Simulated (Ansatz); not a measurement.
Method: frozen-core CCSD(T)/def2-TZVPP // PBE0-D4/def2-TZVP in Ansatz (a first-principles code).

Ansatz 0.2 input:
```yaml
crystal:
  periodic: [false, false, false]
  atoms:
    - { symbol: S, position_ang: [0.672871, -0.000003, -0.000002] }
    - { symbol: H, position_ang: [-0.672943, 0.000003, 0.000002] }
basis:
  gaussian: { orbitals: def2-TZVPP }
correlation:
  method: ccsd_t
magnetization:
  spin_polarized: true
  initial_magnetization: 1
```

Output:

```
Functional definition: HF
313 factors; integrals over basis functions are off by at most 1.3e-3 eV
mean field evaluation 1: about -10832.4006 eV, gradient 6.8e0 eV
mean field evaluation 2: about -10832.4018 eV, gradient 6.8e0 eV
mean field evaluation 4: about -10832.8076 eV, gradient 9.7e-1 eV
mean field evaluation 8: about -10832.8180 eV, gradient 2.5e-3 eV
mean field evaluation 16: about -10832.8150 eV, gradient 2.8e-1 eV
mean field evaluation 32: about -10832.6427 eV, gradient 3.9e0 eV
mean field -10832.81798251 eV, -398.0987181097 hartree, gradient 2.6e-6 eV, S^2 0.763752; 2 other end points of the search recorded, 0 dependent functions left out
5 core orbitals not correlated
reference -10832.81798251 eV, -398.0987181097 hartree; 4, 3 occupied and 47, 48 virtual orbitals, 313 factors
second order -4.12505208 eV of doubles, -0.00000000 eV of singles
cycle   1  -4.62879363 eV  change   -5.0e-1 eV  update   4.8e-2
cycle   2  -4.79879892 eV  change   -1.7e-1 eV  update   1.7e-2
cycle   3  -4.80863314 eV  change   -9.8e-3 eV  update   4.3e-3
cycle   4  -4.80881409 eV  change   -1.8e-4 eV  update   1.2e-3
cycle   5  -4.80851318 eV  change    3.0e-4 eV  update   4.3e-4
cycle   6  -4.80860065 eV  change   -8.7e-5 eV  update   1.4e-4
cycle   7  -4.80862303 eV  change   -2.2e-5 eV  update   4.0e-5
cycle   8  -4.80861970 eV  change    3.3e-6 eV  update   1.3e-5
cycle   9  -4.80861810 eV  change    1.6e-6 eV  update   3.8e-6
perturbative correction -0.16985375 eV, -0.0062420100 hartree
Total energy: -10837.79645436 eV, -398.2816735753 hartree
```

Cost: very roughly 1.5 core-seconds.
